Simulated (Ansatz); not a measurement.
in.yaml

```yaml
crystal:
  periodic: [false, false, false]
  atoms:
    - {symbol: Al, position_ang: [0.000000, 0.000000, 0.000000]}
    - {symbol: As, position_ang: [0.000000, 0.000000, 2.162000]}
basis:
  gaussian: {orbitals: 6-31G}
magnetization: {spin_polarized: false}
correlation: {method: ccsd_t, electrons: outside_noble_gas}
output: {forces: true}
```

```sh
$ ansatz run in.yaml --threads 1 --pin off --events-out ev --progress --plain --max-ram 2393MiB
```

(1) Roughly how long does this take on 1 thread of Arm Neoverse V2, shared host, and how much host memory?

```
388 factors; integrals over basis functions are off by at most 3.3e-4 eV
mean field evaluation 1: about -67363.8277 eV, gradient 1.7e1 eV
mean field evaluation 2: about -67363.8452 eV, gradient 1.8e1 eV
mean field evaluation 4: about -67365.7101 eV, gradient 1.5e0 eV
mean field evaluation 8: about -67365.7213 eV, gradient 2.0e-4 eV
mean field evaluation 16: about -67365.7213 eV, gradient 4.4e-4 eV
mean field evaluation 32: about -67365.7302 eV, gradient 4.1e-2 eV
mean field evaluation 64: about -67363.8277 eV, gradient 1.7e1 eV
mean field evaluation 96: about -67365.3925 eV, gradient 1.5e-6 eV
mean field evaluation 128: about -67338.6027 eV, gradient 3.3e1 eV
mean field evaluation 160: about -67365.7306 eV, gradient 5.5e-2 eV
...
mean field evaluation 640: about -67366.7051 eV, gradient 7.1e-1 eV
mean field evaluation 672: about -67366.4181 eV, gradient 2.6e-1 eV
unrestricted determinant -67367.04577776 eV, -2475.6932693090 hartree, S^2 1.2158
19 core orbitals not correlated: weight in the atoms' cores, before any rotation towards them, 0.999 or more for the frozen orbitals, at most 0.000 for the correlated occupied ones
reference -67365.72134825 eV, -2475.6445974224 hartree; 4, 4 occupied and 19, 19 virtual orbitals, 388 factors
second order -2.90352403 eV of doubles, -0.00000000 eV of singles
cycle   1  -3.36392021 eV  change    4.4e-6 eV  update   1.2e-5
cycle   2  -3.36391914 eV  change    1.1e-6 eV  update   3.2e-6
cycle   3  -3.36391682 eV  change    2.3e-6 eV  update   2.4e-6
cycle   4  -3.36391582 eV  change    1.0e-6 eV  update   1.8e-6
cycle   5  -3.36391433 eV  change    1.5e-6 eV  update   1.6e-6
cycle   6  -3.36391402 eV  change    3.1e-7 eV  update   1.4e-6
cycle   7  -3.36391389 eV  change    1.3e-7 eV  update   1.2e-6
cycle   8  -3.36391509 eV  change   -1.2e-6 eV  update   8.0e-7
perturbative correction -0.19546494 eV, -0.0071832042 hartree
the calculation of the forces begins
Total energy: -67369.28072829 eV, -2475.7754022259 hartree
Atom 0 at     0.000000     0.000000     0.000000 Å, force    -0.000000    -0.000000    -1.579901 eV/Å
Atom 1 at     0.000000     0.000000     2.162000 Å, force     0.000000     0.000000     1.579901 eV/Å
Dipole moment:     0.000001     0.000000    -0.538570 e Å
```

Forces (eV/Å):
```
Al   0.000  0.000 -1.580
As   0.000  0.000  1.580
```

For the same geometry and basis full CI lies 48.3 meV lower.

Results:

(1) 6 s wall and 0.1 GiB.
